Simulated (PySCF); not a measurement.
Reaction (SMILES): C=CCl → C=[C-]Cl + H+
B3LYP-D3(BJ)/def2-TZVP geometries, fixed; electronic energies without zero-point terms.

Effect of the atomic grid (radial, angular points) at r2SCAN/def2-SVP with PySCF, against the last row, where the deprotonation energy is 399.35 kcal/mol. The proton leaves the site shown, which need not be the most acidic. Cost is core time over that of atom_grid: 30, 110, unpruned, rough, on shared machines of one kind.

```tsv
setting	grid points, largest species	largest shift of a total energy (mEh)	shift of the deprotonation energy (kcal/mol)	cost
atom_grid: 30, 110, unpruned	19800	0.840	-0.130	1×
atom_grid: 50, 194, unpruned	58200	1.183	0.015	1×
atom_grid: 75, 302, unpruned	135904	-0.024	0.000	2×
atom_grid: 99, 590, unpruned	350464	0.009	0.002	7×
atom_grid: 150, 974, unpruned	876600	0.000	0.000	20×
```

Within 0.1 kcal/mol in the deprotonation energy: atom_grid: 50, 194, unpruned; atom_grid: 75, 302, unpruned; atom_grid: 99, 590, unpruned. The largest shift is 1.183 mEh in a total energy and 0.130 kcal/mol in the difference.
